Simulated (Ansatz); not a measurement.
A run for Ansatz (a quantum-chemistry and plane-wave program): R-SVWN5/def2-TZVPPD on CH4O (SMILES CO). Files ending in .json are basis or fitting sets from the Basis Set Exchange.

Ansatz 0.2 input:
```yaml
crystal:
  periodic: [false, false, false]
  atoms:
    - {symbol: O, position_ang: [-1.45717791, 0.32125918, -0.10217505]}
    - {symbol: H, position_ang: [-0.51294591, 0.29746218, -0.30631005]}
    - {symbol: C, position_ang: [-1.97310791, -0.96674682, -0.36751405]}
    - {symbol: H, position_ang: [-3.03098791, -0.95172382, -0.11881805]}
    - {symbol: H, position_ang: [-1.87765291, -1.24812982, -1.41896505]}
    - {symbol: H, position_ang: [-1.49587891, -1.74173182, 0.23773695]}
basis:
  gaussian:
    orbitals: def2-TZVPPD.json
hamiltonian:
  xc: {name: SVWN5}
scf: {lower_state_search: off}
```

It printed:

```
WARN ansatz: RAYON_NUM_THREADS=1 ignored (pool sized by the plan → 1); use --threads N
Functional definition: SVWN5
these checks for a lower state are left out or cut short: stability, starts, cluster_reference, orbital_swaps, neighbouring_geometries, increment
integrals: 0.03 GiB planned
594 factors; their error is unknown
mean field: 0.38 GiB planned
mean field evaluation 1: about -3117.3319 eV, gradient 6.2e1 eV
mean field evaluation 2: about -3095.7576 eV, gradient 1.2e2 eV
mean field evaluation 4: about -3124.8793 eV, gradient 8.7e0 eV
mean field evaluation 8: about -3125.0201 eV, gradient 2.3e-2 eV
mean field evaluation 16: about -3125.0013 eV, gradient 9.4e-6 eV
mean field -3125.00130157 eV, -114.8416796308 hartree, gradient 9.2e-7 eV, S^2 0.000000; 0 other end points of the search recorded, 0 dependent functions left out
reference -3125.00134055 eV, -114.8416810634 hartree; 9, 9 occupied and 136, 136 virtual orbitals, 594 factors
Total energy: -3125.00134055 eV, -114.8416810634 hartree
Checks for a lower state left out: stability, starts, cluster_reference, orbital_swaps, neighbouring_geometries, increment
```

The calculation finished and met its thresholds.

Cost: about 0.6 core-seconds (a rough figure).
